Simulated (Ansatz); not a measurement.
Task: a ranking of conformers of C4H7NS, SMILES C=C(C)SC=N, with the Python package of Ansatz (0.2.0). Give the script and its output. Settings (for the species named): PBE, def2-SVP basis, multiplicity 1.

Script `c4h7ns.py`:
```python
# -*- coding: utf-8 -*-
"""Conformer energies of C4H7NS."""

import ansatz as az
from rdkit import Chem
from rdkit.Chem import AllChem


def main():
    rd = Chem.AddHs(Chem.MolFromSmiles("C=C(C)SC=N"))
    ids = list(AllChem.EmbedMultipleConfs(rd, numConfs=20, randomSeed=931, pruneRmsThresh=0.4))
    field = [energy for _, energy in AllChem.MMFFOptimizeMoleculeConfs(rd)]
    distinct = {round(e, 2): i for i, e in zip(ids, field)}
    chosen = sorted(distinct.items())[:3]
    found = []
    for force_field, index in chosen:
        geometry = az.Crystal.molecule()
        for atom, xyz in zip(rd.GetAtoms(), rd.GetConformer(index).GetPositions()):
            geometry = geometry.atom(atom.GetSymbol(), xyz.round(5).tolist())
        calculation = geometry.calculation()
        calculation = calculation.basis(gaussian="def2-SVP")
        calculation = calculation.functional("pbe")
        found.append(calculation.run(threads=1, backend="cpu").report["free_energy_ev"])
    print("conformer   MMFF (kcal/mol)   this level (kcal/mol)")
    for (force_field, index), e in zip(chosen, found):
        print(f"{index:9d} {force_field - chosen[0][0]:17.2f} {23.060548 * (e - min(found)):17.3f}")


if __name__ == "__main__":
    main()
```

```console
$ python c4h7ns.py
conformer   MMFF (kcal/mol)   this level (kcal/mol)
        6              0.00             0.000
        4              3.51             0.110
```

The conformers keep their force-field geometries. The whole script took 8.3 s on 1 thread of Arm Neoverse V1, with other jobs on the host, peak memory 0.28 GiB.
